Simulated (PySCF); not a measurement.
# Property card for `[PH]` [triplet]

Compound: PH (triplet state).
SMILES with atom numbers: `[PH:1]` (hydrogens: H2 on P1)

Cartesian coordinates in Å at the PBE0-D3(BJ)/def2-SVP level; atoms count from 1:
```
atom  x, y, z in Å
P1     0.722   -0.006   -0.005
H2    -0.716    0.009   -0.023
```

PBE0-D3(BJ)/def2-SVP geometry optimisation, gas phase (PySCF):

- Point group: C∞v
- Rotational constant B (linear): 250.465 GHz
- Dipole moment: 0.65 D

**UKS B3LYP, IGLO-III on P, pcH-1 on H, non-relativistic, mean-field spin-orbit, GIAO (PySCF)**

- Isotropic g value: 2.00519
- Principal g values: 2.00219, 2.00669, 2.00669
- Spin squared ⟨S²⟩: 2.006
- Largest Mulliken spin population: 2.06 on P1
- Largest isotropic hyperfine couplings (means over sets of like nuclei): 31P +67.4 (P1), 1H -32.8 (H2) MHz
- Zero-field splitting D: 4.724 cm⁻¹

Monoisotopic mass (most abundant isotopes): 31.9816 u.

⟨S²⟩ is 0.006 above the pure-spin value S(S + 1) = 2.00. In atomic units the dipole is 0.25 e·bohr (1 au = 2.5417 D). g_iso is shifted by about +2870 ppm from the free-electron value 2.002319; the principal values span 0.0045. B corresponds to 8.355 cm⁻¹ (most abundant isotopes). Point group C∞v permits a dipole; with 0.65 D the species has a pure rotational spectrum.

